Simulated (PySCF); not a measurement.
# HNO3 (Nitric acid): the cost of one run

The runs use PySCF 2.14.0, with density-fitted response routines of our own; the level of theory stands in each step. All values are computed, except where a source is named. Atoms are numbered from 0 throughout.

## 1. The molecule as given

5 atoms, charge 0, multiplicity 1; geometry from: GFN2-xTB. The atoms were then displaced at random by about 0.01 Å, so the start is not that level's minimum.

Bonds of the start (Å): O0–N1 1.17, N1–O2 1.18, N1–O3 1.42, O3–H4 0.94.

## 2. Optimising the geometry at PBE0-D3(BJ)/def2-SVP

What the job is given:

```
{"job": {"xc": "PBE0", "basis": "def2-SVP", "d3": "d3bj", "grid": 1, "shake": 0.01, "kind": "geom"}, "charge": 0, "multiplicity": 1}
O     -0.371390     0.911030    -0.795390
N     -0.450030    -0.043960    -0.131090
O     -1.359110    -0.773610     0.071960
O      0.772350    -0.378050     0.514100
H      1.441750     0.250610     0.302530
```

Run with:

```sh
$ OMP_NUM_THREADS=1 python probes_run.py task.json out
```

One launch serves the whole session: the jobs run in the order shown.

**Question.** How long does this first job take on 1 thread of Arm Neoverse V1, shared host, and how much memory does it need?

About 8.1 s, with a peak of 0.29 GiB.
